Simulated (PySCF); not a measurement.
Compound: formic acid, CH₂O₂.
Atom-mapped SMILES: `[O:1]=[CH:2][OH:3]` (hydrogens: H4 on C2; H5 on O3)

Method: B3LYP/def2-TZVP geometry optimisation, gas phase (PySCF 2.14.0).

What internal coordinates does the optimisation give?

```csv
bond,length (pm),order
O1=C2,119.7,double
C2–O3,134.4,single
C2–H4,109.7,single
O3–H5,97.2,single
```

Orders are formal, as drawn. A selection of angles:
```csv
angle,degrees
O1–C2–O3,125.2
O1–C2–H4,125.2
O3–C2–H4,109.5
C2–O3–H5,107.8
```

Torsions: H5–O3–C2–O1 0° (synperiplanar).

O3 (acid hydroxyl oxygen) is bent (angle 107.8°). The 2 C–O bonds span 1.197 Å (O1=C2, drawn double) to 1.344 Å (C2–O3, drawn single), a spread of 0.147 Å.

Point group: Cs (every atom within 0.08 Å of its image). B3LYP/def2-TZVP frequencies: not computed here. The numbers are those of one conformer (O1–C2–O3–H 0°).

On one thread of an Arm Neoverse V1, no GPU, on a shared host, this took 7.8 s of wall time and 0.39 GiB of memory at its peak. That covers the optimisation of the geometry.
